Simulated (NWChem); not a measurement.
# CHO

```xyz
3

C      0.4923    -0.3167     0.0000
O     -0.5553     0.2092     0.0000
H      1.4891     0.2260     0.0000
```
Charge 0, spin multiplicity 2.

The numbers come from NWChem runs, not from measurements. All single points use one geometry, from UPBE0/def2-SVP, a minimum by its harmonic frequencies.

The correlated methods keep 2 core orbitals frozen. The structure started from a generated list of species. The unpaired electrons of the parent sit in orbitals of symmetry a' (Cs labels of the run); other states weren't searched. The stability of the SCF solutions was not checked.

Worked example. A B2PLYP run in STO-3G ends its self-consistent part (53 % exact exchange, 47 % B88, 73 % LYP) at -112.11430 Ha, and second-order perturbation theory on those orbitals gives -0.15835 Ha unscaled.

The perturbative term enters with the weight 0.27: -112.11430 + 0.27·(-0.15835) = -112.15705 Ha is the total energy.
